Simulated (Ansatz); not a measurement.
Ansatz (a quantum-chemistry and plane-wave program) job for NO, SMILES [N]=O (connectivity only; charge and spin as stated), charge +1, multiplicity 1, PBE0-D3(BJ)/def2-TZVPD. 

Ansatz 0.2 input:
```yaml
crystal:
  periodic: [false, false, false]
  atoms:
    - {symbol: N, position_ang: [0.00000000, 0.00000000, -0.57055970]}
    - {symbol: O, position_ang: [0.00000000, 0.00000000, 0.49923974]}
basis:
  gaussian:
    orbitals: def2-TZVPD
hamiltonian:
  xc: pbe0
  dispersion: d3bj
total_charge: 1
relax: {f_tol: 0.002, max_steps: 200}
```

Program output:

```
WARN ansatz: RAYON_NUM_THREADS=1 ignored (pool sized by the plan → 1); use --threads N
Functional definition: PBE0
integrals: 0.01 GiB planned
363 factors; their error is unknown
mean field: 0.13 GiB planned
mean field evaluation 1: about -3518.6789 eV, gradient 5.4e1 eV
mean field evaluation 2: about -3504.6855 eV, gradient 1.1e2 eV
mean field evaluation 4: about -3522.6523 eV, gradient 1.0e0 eV
mean field evaluation 8: about -3522.6731 eV, gradient 9.9e-3 eV
mean field -3522.67312976 eV, -129.4558497651 hartree, gradient 2.7e-5 eV, S^2 0.000000; 0 other end points of the search recorded, 0 dependent functions left out
the calculation of the forces begins
reference -3522.67314115 eV, -129.4558501837 hartree; 7, 7 occupied and 70, 70 virtual orbitals, 363 factors
relax step   1: F+E_penalty+E_count = -3522.68053156 eV  Δ(F+E_penalty+E_count) = +0.000e0 eV  max|allowed force component| = 2.648e0 eV/Å  Δτ_max = 0.0000 Å  (24 SCF iters, accepted)
these checks for a lower state are left out or cut short: starts, cluster_reference, orbital_swaps, neighbouring_geometries, increment
integrals: 0.01 GiB planned
363 factors; their error is unknown
mean field: 0.13 GiB planned
mean field evaluation 16: about -3522.6746 eV, gradient 1.0e-2 eV
mean field -3522.69404078 eV, -129.4566182308 hartree, gradient 2.0e-5 eV, S^2 0.000000; 0 other end points of the search recorded, 0 dependent functions left out
the calculation of the forces begins
reference -3522.69405217 eV, -129.4566186494 hartree; 7, 7 occupied and 70, 70 virtual orbitals, 363 factors
relax step   2: F+E_penalty+E_count = -3522.70144294 eV  Δ(F+E_penalty+E_count) = -2.091e-2 eV  max|allowed force component| = 5.159e-1 eV/Å  Δτ_max = 0.0095 Å  (26 SCF iters, accepted)
these checks for a lower state are left out or cut short: starts, cluster_reference, orbital_swaps, neighbouring_geometries, increment
integrals: 0.01 GiB planned
363 factors; their error is unknown
mean field: 0.13 GiB planned
mean field -3522.69478655 eV, -129.4566456375 hartree, gradient 2.0e-5 eV, S^2 0.000000; 0 other end points of the search recorded, 0 dependent functions left out
the calculation of the forces begins
reference -3522.69479794 eV, -129.4566460561 hartree; 7, 7 occupied and 70, 70 virtual orbitals, 363 factors
relax step   3: F+E_penalty+E_count = -3522.70218866 eV  Δ(F+E_penalty+E_count) = -7.457e-4 eV  max|allowed force component| = 2.129e-2 eV/Å  Δτ_max = 0.0015 Å  (27 SCF iters, accepted)
these checks for a lower state are left out or cut short: starts, cluster_reference, orbital_swaps, neighbouring_geometries, increment
integrals: 0.01 GiB planned
363 factors; their error is unknown
mean field: 0.13 GiB planned
mean field evaluation 32: about -3522.6753 eV, gradient 3.4e-5 eV
mean field -3522.69478719 eV, -129.4566456609 hartree, gradient 2.0e-5 eV, S^2 0.000000; 0 other end points of the search recorded, 0 dependent functions left out
the calculation of the forces begins
reference -3522.69479858 eV, -129.4566460796 hartree; 7, 7 occupied and 70, 70 virtual orbitals, 363 factors
relax step   4: F+E_penalty+E_count = -3522.70218930 eV  Δ(F+E_penalty+E_count) = -6.420e-7 eV  max|allowed force component| = 1.511e-2 eV/Å  Δτ_max = 0.0001 Å  (27 SCF iters, accepted)
these checks for a lower state are left out or cut short: starts, cluster_reference, orbital_swaps, neighbouring_geometries, increment
integrals: 0.01 GiB planned
363 factors; their error is unknown
mean field: 0.13 GiB planned
mean field -3522.69478784 eV, -129.4566456849 hartree, gradient 2.1e-5 eV, S^2 0.000000; 0 other end points of the search recorded, 0 dependent functions left out
the calculation of the forces begins
reference -3522.69479923 eV, -129.4566461035 hartree; 7, 7 occupied and 70, 70 virtual orbitals, 363 factors
relax step   5: F+E_penalty+E_count = -3522.70218995 eV  Δ(F+E_penalty+E_count) = -6.497e-7 eV  max|allowed force component| = 3.764e-6 eV/Å  Δτ_max = 0.0000 Å  (27 SCF iters, accepted)
integrals: 0.01 GiB planned
363 factors; their error is unknown
mean field: 0.13 GiB planned
mean field evaluation 64: about -3522.6948 eV, gradient 1.4e-4 eV
mean field -3522.69478784 eV, -129.4566456849 hartree, gradient 2.0e-5 eV, S^2 0.000000; 1 other end points of the search recorded, 0 dependent functions left out
the calculation of the forces begins
reference -3522.69479923 eV, -129.4566461035 hartree; 7, 7 occupied and 70, 70 virtual orbitals, 363 factors
Total energy: -3522.70220134 eV, -129.4569181261 hartree
Atom 0 at    -0.000000     0.000000    -0.562544 Å, force     0.000000    -0.000000     0.000004 eV/Å
Atom 1 at     0.000000    -0.000000     0.491224 Å, force    -0.000000     0.000000    -0.000004 eV/Å
Dipole moment:    -0.000000    -0.000000    -0.077444 e Å
```

The run converged.

Cost: very roughly 1.9 core-seconds.
